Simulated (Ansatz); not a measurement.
# BH₄NSi (SMILES B[SiH]=N): single points off equilibrium

Aim: energy, forces and dipole at a structure displaced at random from a GFN2-xTB minimum, from CCSD(T) and from density functionals.

Method: single points in def2-TZVPP; program: Ansatz 0.2.0, Gaussian basis.

Correlated methods freeze the cores.

## Step 1: The system as given

SMILES `B[SiH]=N`, 7 atoms, charge 0, spin multiplicity 1.

Atoms are counted from 1 here; the program's logs count them from 0.

Bond lengths: B1–Si2 1.958 Å, B1–H4 1.096 Å, B1–H5 1.205 Å, Si2–N3 1.706 Å, Si2–H6 1.320 Å, N3–H7 1.167 Å. Angles: Si2–B1–H4 119.0°, Si2–B1–H5 121.9°, H4–B1–H5 118.6°, B1–Si2–N3 109.7°, B1–Si2–H6 118.8°, N3–Si2–H6 131.5°, Si2–N3–H7 119.3°.

Coordinates:

```tsv
atom	x (Å)	y (Å)	z (Å)
B1	-1.12280	0.38080	-0.76860
Si2	0.40840	0.22110	0.44190
N3	1.06990	-1.34680	0.32670
H4	-1.44120	-0.49800	-1.34180
H5	-1.81840	1.36490	-0.78870
H6	0.78410	1.27940	1.13550
H7	2.06170	-1.59110	0.89150
```

## Step 2: CCSD(T)/def2-TZVPP

run/in.yaml reads:

```yaml
crystal:
  periodic: [false, false, false]
  atoms:
    - {symbol: B, position_ang: [-1.122800, 0.380800, -0.768600]}
    - {symbol: Si, position_ang: [0.408400, 0.221100, 0.441900]}
    - {symbol: N, position_ang: [1.069900, -1.346800, 0.326700]}
    - {symbol: H, position_ang: [-1.441200, -0.498000, -1.341800]}
    - {symbol: H, position_ang: [-1.818400, 1.364900, -0.788700]}
    - {symbol: H, position_ang: [0.784100, 1.279400, 1.135500]}
    - {symbol: H, position_ang: [2.061700, -1.591100, 0.891500]}
basis:
  gaussian: {orbitals: def2-TZVPP}
correlation: {method: ccsd_t}
output: {forces: true}
```

Started as:

```console
> ansatz run in.yaml --threads 4 --pin off --events-out ev --progress --plain --max-ram 5222MiB
```

## Step 3: PBE0-D4/def2-TZVPP

run/in.yaml, as its differences from that of step 2:

```diff
@@ -12,3 +12,3 @@
   gaussian: {orbitals: def2-TZVPP}
-correlation: {method: ccsd_t}
-output: {forces: true}
+hamiltonian: {xc: pbe0, dispersion: d4}
+output: {forces: true, orbitals: {seedname: orbitals}}
```

## Step 4: wB97M-V/def2-TZVPP

run/in.yaml, as its differences from that of step 3:

```diff
@@ -12,3 +12,3 @@
   gaussian: {orbitals: def2-TZVPP}
-hamiltonian: {xc: pbe0, dispersion: d4}
-output: {forces: true, orbitals: {seedname: orbitals}}
+hamiltonian: {xc: {name: wB97M-V}}
+output: {forces: true}
```

## Step 5: r2SCAN-D4/def2-TZVPP

run/in.yaml, as its differences from that of step 4:

```diff
@@ -12,3 +12,3 @@
   gaussian: {orbitals: def2-TZVPP}
-hamiltonian: {xc: {name: wB97M-V}}
+hamiltonian: {xc: r2scan, dispersion: d4}
 output: {forces: true}
```

## Step 6: PBE-D4/def2-TZVPP

run/in.yaml, as its differences from that of step 5:

```diff
@@ -12,3 +12,3 @@
   gaussian: {orbitals: def2-TZVPP}
-hamiltonian: {xc: r2scan, dispersion: d4}
+hamiltonian: {xc: pbe, dispersion: d4}
 output: {forces: true}
```

## Step 7: SPW92/def2-TZVPP

run/in.yaml, as its differences from that of step 6:

```diff
@@ -12,3 +12,3 @@
   gaussian: {orbitals: def2-TZVPP}
-hamiltonian: {xc: pbe, dispersion: d4}
+hamiltonian: {xc: lda}
 output: {forces: true}
```

## Step 8: BLYP-D4/def2-TZVPP

run/in.yaml, as its differences from that of step 7:

```diff
@@ -12,3 +12,3 @@
   gaussian: {orbitals: def2-TZVPP}
-hamiltonian: {xc: lda}
+hamiltonian: {xc: {name: BLYP}, dispersion: d4}
 output: {forces: true}
```

(Steps that only read results are left out.)

Before running it: what results should come out? Wanted: energy less free atoms, CCSD(T)/def2-TZVPP; RMS force component; RMS force error; HOMO and LUMO, PBE0-D4; T1 diagnostic.

**Answer**, as computed:

| quantity | value |
| --- | --- |
| energy less free atoms, CCSD(T)/def2-TZVPP | -2005.8 kJ/mol |
| RMS force component | 2.071 to 2.274 eV/Å over the methods |
| RMS force error | PBE0-D4 0.230, wB97M-V 0.306, r2SCAN-D4 0.139, PBE-D4 0.146, SPW92 0.282, BLYP-D4 0.124 eV/Å |
| HOMO and LUMO, PBE0-D4 | -7.52 and -3.35 eV |
| T1 diagnostic | 0.023 |

In words: Against CCSD(T) the functionals' energies less atoms differ by -366.0 to -51.3 kJ/mol, PBE-D4 by -114.5 kJ/mol. CCSD(T) in triple zeta still lacks some correlation energy of the bonds, so part of these gaps is its own basis error and they don't rank the functionals. For forces BLYP-D4 does best and wB97M-V worst. Frozen-core CCSD(T) forces in triple zeta carry basis errors of their own, and this is one geometry, so small gaps rank nothing. The restricted Hartree–Fock reference is unstable towards an unrestricted one at one or more of these structures.
